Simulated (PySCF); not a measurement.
Species: HNO.
Numbering: `[NH:1]=[O:2]` (hydrogens: H3 on N1)

Cartesian coordinates in Å at the PBE0-D3(BJ)/def2-SVP level; atoms count from 1:
```
atom  x, y, z in Å
N1    -0.0617    0.4005    0.0434
O2     0.9425   -0.2328   -0.0206
H3    -0.8976   -0.2630   -0.0433
```

Computed at PBE0/pcSseg-1 (PySCF, non-relativistic), with Q(14N) = 0.02044 b, Q(17O) = −0.0256 b: N1, 14N (I = 1): χzz = -7.034 MHz, η = 0.714; O2, 17O (I = 5/2): χzz = 19.70 MHz, η = 0.449.

Problem. Find the zero-field quadrupole resonance frequencies of 14N at N1.

Solution. From ν± = (3/4)|χ|(1 ± η/3) and ν0 = |χ|η/2: ν+ 6.531 MHz, ν− 4.020 MHz, ν0 2.511 MHz (nitrogen bonded to O and H).

Problem. Find the zero-field quadrupole resonance frequencies of 17O at O2.

Solution. From the eigenvalues of H = χ/[4I(2I − 1)] × [3Iz² − I(I + 1) + η(Ix² − Iy²)], steps between neighbouring levels, labelled as for η = 0: ±1/2↔±3/2 3.542 MHz, ±3/2↔±5/2 5.699 MHz (oxygen bonded to N).

In a crystal, neighbours and librations shift these lines. Isolated species at its PBE0-D3(BJ)/def2-SVP geometry, gas phase. With a basis this small, the couplings can be 20 % off.
